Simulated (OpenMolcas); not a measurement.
# B86PBE/6-31G run of BClO (SMILES O=BCl), part 2 of 2

OpenMolcas 26.06. Earlier steps stand in the parts before.

## 3. The doublet cation

Contents of job.input:

```
>>> EXPORT MOLCAS_PRINT=2
&GATEWAY
BASLIB=$CurrDir
COORD
3
angstrom
O        1.019560       0.606200       0.626990
B        0.113080       0.066620       0.069470
Cl      -1.132640      -0.672810      -0.696460
BASIS=6-31G
GROUP=NoSym
&SEWARD
GRIDINPUT
Grid=Fine
End of Grid
&SCF
UHF
CHARGE=1
SPIN=2
KSDFT=B86PBE
PRORBITALS=0
```

The basis set 6-31G is read from a file made from the Basis Set Exchange's data (not shown).

Command:

```console
$ export MOLCAS_MEM=1860
$ pymolcas job.input > job.log
```

Standard output:

```text
--- Start Module: gateway ---

                                              &GATEWAY

                       available to each process: 1.9 GB of memory, 1 thread

 Basis Set     1 Label: O.6-31G
 Basis set is read from library:.
 basistype.tbl is not found

 Basis Set     2 Label: B.6-31G
 Basis set is read from library:.
 basistype.tbl is not found

 Basis Set     3 Label: CL.6-31G
 Basis set is read from library:.
 basistype.tbl is not found

++    Symmetry information:
      ---------------------

                    Character Table for C1

                             E
                    a        1  x, y, xy, Rz, z, xz, Ry, yz, Rx, I
--

++    Basis set information:
      ----------------------

      Basis set label: O.6-31G.........

      Electronic valence basis set:
      ------------------
      Associated Effective Charge   8.000000 au
      Associated Actual Charge      8.000000 au
      Nuclear Model: Point charge

      Shell  nPrim  nBasis  Cartesian Spherical Contaminant
         s      10       3        X
         p       4       2        X

      Basis set label: B.6-31G.........

      Electronic valence basis set:
      ------------------
      Associated Effective Charge   5.000000 au
      Associated Actual Charge      5.000000 au
      Nuclear Model: Point charge

      Shell  nPrim  nBasis  Cartesian Spherical Contaminant
         s      10       3        X
         p       4       2        X

      Basis set label: CL.6-31G.........

      Electronic valence basis set:
      ------------------
      Associated Effective Charge  17.000000 au
      Associated Actual Charge     17.000000 au
      Nuclear Model: Point charge

      Shell  nPrim  nBasis  Cartesian Spherical Contaminant
         s      16       4        X
         p      10       3        X
--

++    Molecular structure info:
      -------------------------

                    ************************************************
                    **** Cartesian Coordinates / bohr, angstrom ****
                    ************************************************

     Center  Label                x              y              z                     x              y              z
        1      O1               1.926689       1.145552       1.184839              1.019560       0.606200       0.626990
        2      B2               0.213690       0.125894       0.131279              0.113080       0.066620       0.069470
        3      CL3             -2.140379      -1.271427      -1.316119             -1.132640      -0.672810      -0.696460

                    ***************************************
                    *    InterNuclear Distances / bohr    *
                    ***************************************

               1 O1            2 B2            3 CL3
    1 O1       0.000000
    2 B2       2.254785        0.000000
    3 CL3      5.351413        3.096629        0.000000

                    *******************************************
                    *    InterNuclear Distances / angstrom    *
                    *******************************************

               1 O1            2 B2            3 CL3
    1 O1       0.000000
    2 B2       1.193181        0.000000
    3 CL3      2.831846        1.638665        0.000000
--

            Nuclear Potential Energy             70.60310213 au

--- Stop Module: gateway /rc=_RC_ALL_IS_WELL_ ---

--- Start Module: seward ---

                                              &SEWARD

                       available to each process: 1.9 GB of memory, 1 thread

               SEWARD will generate:
                  Multipole Moment integrals up to order  2
                  Kinetic Energy integrals
                  Nuclear Attraction integrals (point charge)
                  One-Electron Hamiltonian integrals
                  Velocity integrals
                  Orbital angular momentum around ( -0.6725  -0.3994  -0.4135 )
                  Velocity quadrupole around ( -0.6725  -0.3994  -0.4135 )
                  Two-Electron Repulsion integrals

                   Integrals are discarded if absolute value <: 1.00E-14
                   Integral cutoff threshold is set to       <: 1.00E-16

            Nuclear Potential Energy             70.60310213 au

      Basis set specifications :
      Symmetry species         a
      Basis functions           31

--- Stop Module: seward /rc=_RC_ALL_IS_WELL_ ---

--- Start Module: scf ---

                                                &SCF

                       available to each process: 1.9 GB of memory, 1 thread

++    Input section:
      --------------

      Header of the integral files:

      Cartesian coordinates in angstrom:
      -----------------------------------------------------
      No.  Label        X            Y            Z
      -----------------------------------------------------
       1   O1         1.01956000   0.60620000   0.62699000
       2   B2         0.11308000   0.06662000   0.06947000
       3   CL3       -1.13264000  -0.67281000  -0.69646000
      -----------------------------------------------------
      Nuclear repulsion energy =   70.60310213
--

++    Orbital specifications:
      -----------------------

      Symmetry species               1
                                     a
      Frozen orbitals                0
      Start temperature = 0.500
      End temperature   = 0.010
      Temperature Factor= 0.460
      Deleted orbitals               0
      Total number of orbitals      31
      Number of basis functions     31
--

      Molecular charge                           1.000

      Numerical integration parameters
      --------------------------------
      Radial quadrature type:                         MHL
      Size of radial grid:                            75
      Lebedev angular grid:                           29
      Angular grid pruned with the crowding factor:  3.00E+00
                                 and fading factor:  6.00E+00
      Screening threshold for integral computation:   1.00E-11
      Radial quadrature accuracy:                     1.00E-25
      Maximum batch size:                             128
      AO values are stored on disk
      The same grid will be used for all iterations.

      DFT functional specifications
      -----------------------------
      Using Libxc version: 6.2.2
      Please cite the following reference:
      S. Lehtola, C. Steigemann, M. J.T. Oliveira, and M. A.L. Marques.,  SoftwareX 7, 1–5 (2018) doi:10.1016/j.softx.2017.11.002

      * Becke 86
      * Perdew, Burke & Ernzerhof
        - J. P. Perdew, K. Burke, and M. Ernzerhof.,  Phys. Rev. Lett. 77, 3865 (1996) doi:10.1103/PhysRevLett.77.3865
        - J. P. Perdew, K. Burke, and M. Ernzerhof.,  Phys. Rev. Lett. 78, 1396 (1997) doi:10.1103/PhysRevLett.78.1396

++    Optimization specifications:
      ----------------------------

      SCF Algorithm: Conventional USCF
      D(i)-D(i-1) density differences are used
      Number of density matrices in core                 5
      Maximum number of NDDO SCF iterations            400
      Maximum number of HF SCF iterations              400
      Threshold for SCF energy change             1.00E-09
      Threshold for density matrix                1.00E-04
      Threshold for Fock matrix                   1.50E-04
      Threshold for linear dependence             1.00E-09
      Threshold at which DIIS is turned on        1.50E-01
      Maximum depth in the DIIS procedure                5
      Maximum depth in the BFGS Hessian update          30
      Threshold at which QNR/C2DIIS is turned on  7.50E-02
      Threshold for Norm(delta) (QNR/C2DIIS)      1.00E-03
      All orbitals punched on: UHFORB
--

      Input vectors read from INPORB
      Orbital file label: *Guess orbitals

++ Convergence information
                               UHF B86PBE     iterations: Energy and convergence statistics

Iter     Tot. B86PBE     One-elec.       Two-elec.     Energy      Max Dij or  Max Fij      DNorm      TNorm      AccCon     Time
         Energy          Energy          Energy        Change      Delta Norm                                                in Sec.
   1  -557.215161248  -932.780915198   304.962651823   0.00E+00    2.25E-01*   3.52E-01*    8.45E+00   1.12E+02   None         0.
   2  -557.442174836  -942.257048601   314.211771639  -2.27E-01*   2.91E-01*   1.30E-01*    1.00E+01   1.14E+02   EDIIS        0.
   3  -557.796627905  -940.039007443   311.639277412  -3.54E-01*   5.37E-01*   3.26E-01*    5.80E+00   1.13E+02   EDIIS        0.
   4  -558.015570309  -941.842216525   313.223544090  -2.19E-01*   3.38E-01*   1.88E-01*    4.82E+00   1.14E+02   EDIIS        0.
   5  -559.559103797  -944.457581037   314.295375114  -1.54E+00*   5.39E-01*   1.20E-01*    2.34E+00   1.14E+02   EDIIS        0.
   6  -559.403493586  -937.705017062   307.698421350   1.56E-01*   3.06E-01*   8.45E-02*    2.25E+00   1.13E+02   EDIIS        0.
[... 8 lines of this table left out ...]
  15  -559.792992352  -942.185149476   311.789054997  -1.10E-03*   6.05E-02*   1.16E-02*    9.20E-01   1.14E+02   EDIIS        0.
  16  -559.792561430  -941.804188775   311.408525219   4.31E-04*   2.33E-02*   4.84E-03*    1.30E-01   1.13E+02   EDIIS        0.

       Fermi aufbau procedure completed!
      nOcc(alpha)=   15
      nOcc(beta) =   14

  17  -559.793613551  -942.079875499   311.683159822  -1.05E-03*   4.59E-03*   1.02E-03*    4.66E-02   1.13E+02   c2DIIS       0.
  18  -559.793623055  -942.052622320   311.655897139  -9.50E-06*   3.51E-02*   1.20E-03*    1.00E-02   1.13E+02   QNRc2DIIS    0.
  19  -559.793468908  -942.084186513   311.687615479   1.54E-04*   3.03E-02*   6.93E-03*    3.38E-02   1.14E+02   QNRc2DIIS    0.
  20  -559.793628629  -942.055445269   311.658714514  -1.60E-04*   1.28E-03*   1.30E-04     2.90E-02   1.13E+02   QNRc2DIIS    0.
  21  -559.793628529  -942.060382723   311.663652067   9.95E-08*   7.79E-04    1.69E-04*    1.58E-03   1.13E+02   QNRc2DIIS    0.
  22  -559.793628704  -942.057093358   311.660362527  -1.75E-07*   2.45E-05    2.62E-06     1.02E-03   1.13E+02   QNRc2DIIS    0.
  23  -559.793628705  -942.057188115   311.660457284  -9.39E-11    4.94E-06    4.94E-07     5.27E-05   1.13E+02   QNRc2DIIS    0.

       Convergence after  23 Iterations
--

 *****************************************************************************************************************************
 *                                             SCF/KS-DFT Program, Final results                                             *
 *                                                       Final Results                                                       *
 *****************************************************************************************************************************

::    Total KS-DFT energy                            -559.7936287046
      One-electron energy                            -942.0571881149
      Two-electron energy                             311.6604572840
      Nuclear repulsion energy                         70.6031021264
      Kinetic energy (interpolated)                   558.8188292795
      Virial theorem                                    1.0017443926
      Total spin, S(S+1)                                0.7568029802
      Total spin, S                                     0.5033957246
      Max non-diagonal density matrix element           0.0000030904
      Max non-diagonal Fock matrix element              0.0000000963

      No orbitals printed
      No orbitals printed

++    Molecular charges:
      ------------------

      Mulliken charges per centre
      ---------------------------

                            O1                      B2                      CL3
                     alpha        beta       alpha        beta       alpha        beta
      Total        4.2874      3.6680      2.2585      2.3745      8.4540      7.9574
      Total              7.9555                  4.6331                 16.4114

      Charge            0.0445                  0.3669                  0.5886

      Total electronic charge=   29.000000

      Total            charge=    1.000000
--

++    Molecular orbitals:
      -------------------

      Title: Natural orbitals

      Molecular orbitals for symmetry species 1: a

          Orbital            1         2         3         4         5         6         7         8         9        10
          Energy         -101.0924  -19.1558   -9.5745   -7.3918   -7.3931   -7.3814   -6.9410   -0.9556   -0.6350   -0.7497
          Occ. No.          2.0000    2.0000    2.0000    2.0000    2.0000    2.0000    2.0000    2.0000    2.0000    2.0000

        1 O1     1s        -0.0000    1.0004    0.0005    0.0000   -0.0013   -0.0000   -0.0019   -0.0163   -0.0000    0.0556
        2 O1     1s         0.0001    0.0177    0.0006    0.0000   -0.0012    0.0000    0.0006    0.0720    0.0000   -0.1478
        3 O1     1s        -0.0004   -0.0354   -0.0016   -0.0000    0.0033   -0.0000   -0.0110    0.0518    0.0000   -0.3531
[... 26 lines of this table left out ...]
       30 CL3    2pz       -0.0001    0.0013   -0.0016   -0.0041   -0.0121    0.0192   -0.0018   -0.1497    0.6659   -0.1406
       31 CL3    2pz        0.0008    0.0016    0.0051    0.0013    0.0056   -0.0105    0.0027   -0.0273    0.2620   -0.0289

          Orbital           11        12        13        14        15        16        17        18        19        20
          Energy           -1.1760   -1.0283   -0.6657   -0.6948   -0.6320   -0.2875   -0.2771   -0.2000    0.3296    0.4896
          Occ. No.          1.9999    1.9999    1.9996    1.9972    1.0000    0.0028    0.0004    0.0001    0.0001    0.0000

        1 O1     1s        -0.1893   -0.0712   -0.0000   -0.0000   -0.0000    0.0000    0.0000   -0.0569    0.1123   -0.0299
        2 O1     1s         0.4842    0.1694    0.0000    0.0000    0.0000    0.0001   -0.0000    0.2104   -0.7373    0.3130
        3 O1     1s         0.4265    0.1196    0.0000    0.0002   -0.0001   -0.0003   -0.0000    0.3865   -0.5880   -0.1700
[... 26 lines of this table left out ...]
       30 CL3    2pz       -0.0949    0.1944    0.1001    0.0770   -0.0769    0.0567   -0.2435    0.3003    0.2091    0.1425
       31 CL3    2pz       -0.0058    0.0200    0.0096    0.0259   -0.0308    0.0097   -0.1672    0.1521    0.2383   -0.2046

          Orbital           21        22        23        24        25        26        27        28        29        30
          Energy            0.2685    0.1770    0.1537    1.3469    0.2680    0.2180    0.5267    0.3512    0.1220    0.6354
          Occ. No.          0.0000    0.0000    0.0000    0.0000    0.0000    0.0000    0.0000    0.0000    0.0000    0.0000

        1 O1     1s         0.0000    0.0020   -0.0000   -0.0032   -0.0065    0.0061   -0.0000   -0.0272    0.0000    0.0001
        2 O1     1s        -0.0000    0.4313   -0.0003   -1.7697   -0.0532    0.0202   -0.0000   -0.2182    0.0003    0.0009
        3 O1     1s         0.0000   -1.3412    0.0011    4.6857    0.5591   -0.0547    0.0000    1.5584   -0.0020   -0.0050
[... 26 lines of this table left out ...]
       30 CL3    2pz       -0.8480   -0.3895    0.1522   -0.1403    0.1125   -0.0062   -0.4978   -0.2153    0.0068   -0.0132
       31 CL3    2pz        0.9594    1.1158   -0.2018   -0.2206   -1.1155   -0.4378    0.8340   -0.2899   -0.0628    0.0584

          Orbital           31
          Energy            0.1367
          Occ. No.          0.0000

        1 O1     1s        -0.0000
        2 O1     1s        -0.0000
        3 O1     1s         0.0000
        4 O1     2px        0.0312
        5 O1     2px       -0.1686
        6 O1     2py        0.0064
        7 O1     2py       -0.0348
        8 O1     2pz       -0.0570
        9 O1     2pz        0.3078
       10 B2     1s         0.0000
       11 B2     1s         0.0000
       12 B2     1s         0.0000
       13 B2     2px       -0.4731
       14 B2     2px        0.7611
       15 B2     2py       -0.0978
       16 B2     2py        0.1573
       17 B2     2pz        0.8639
       18 B2     2pz       -1.3897
       19 CL3    1s         0.0000
       20 CL3    1s         0.0000
       21 CL3    1s         0.0000
       22 CL3    1s        -0.0000
       23 CL3    2px       -0.0050
       24 CL3    2px        0.0348
       25 CL3    2px       -0.2508
       26 CL3    2py       -0.0010
       27 CL3    2py        0.0072
       28 CL3    2py       -0.0518
       29 CL3    2pz        0.0092
       30 CL3    2pz       -0.0635
       31 CL3    2pz        0.4580
--

++    Molecular properties:
      ---------------------

      Charge (e):
                      =    1.0000
      Dipole Moment (debye):
      Origin of the operator (angstrom)=   -0.3559   -0.2113   -0.2188
                   X= -6.8469E-01               Y= -4.0969E-01               Z= -4.2135E-01           Total=  9.0232E-01
      Center of Charge (angstrom)
                     X=   -0.49841959               Y=   -0.29664214               Z=   -0.30654293
      Quadrupole Moment (debye*angstrom):
      Origin of the operator (angstrom)=   -0.3559   -0.2113   -0.2188
                  XX= -1.7887E+01              XY=  3.7279E-01              XZ=  1.1078E+00              YY= -1.8040E+01
                  YZ=  4.0707E-01              ZZ= -1.9180E+01
      In traceless form (debye*angstrom)
                  XX=  7.2304E-01              XY=  5.5919E-01              XZ=  1.6617E+00              YY=  4.9339E-01
                  YZ=  6.1060E-01              ZZ= -1.2164E+00
--

--- Stop Module: scf /rc=_RC_ALL_IS_WELL_ ---
--- Module scf spent 2 seconds ---

.##################.
.# Happy landing! #.
.##################.

    Timing: Wall=4.01 User=2.96 System=0.66
```

It took 4.2 s on 1 thread of Arm Neoverse V2, shared host; peak memory 0.37 GiB.

## 4. Outcome

What follows sums up all 2 parts.

Level: B86PBE/6-31G.

```
                                          quantity          value
                        singlet BClO: total energy  -560.25210 Eh
                       singlet BClO: dipole moment         1.94 D
                         singlet BClO: HOMO energy       -8.45 eV
                         singlet BClO: LUMO energy       -0.15 eV
                       singlet BClO: HOMO–LUMO gap        8.31 eV
                      doublet cation: total energy  -559.79363 Eh
doublet cation: HOMO energy (highest over α and β)      -16.63 eV
 doublet cation: LUMO energy (lowest over α and β)      -16.47 eV
                              doublet cation: ⟨S²⟩          0.757
vertical ionisation energy (to the doublet cation)      12.476 eV
```

**Reading.** Removing an electron at fixed nuclei costs 12.48 eV (288 kcal/mol). The negative HOMO energy of the first species, 8.45 eV, lies 4.02 eV below that difference. Mulliken charges (singlet BClO) run from -0.25 on O1 to +0.17 on B2. Mulliken charges (doublet cation) run from +0.04 on O1 to +0.59 on Cl3; they depend strongly on the basis.
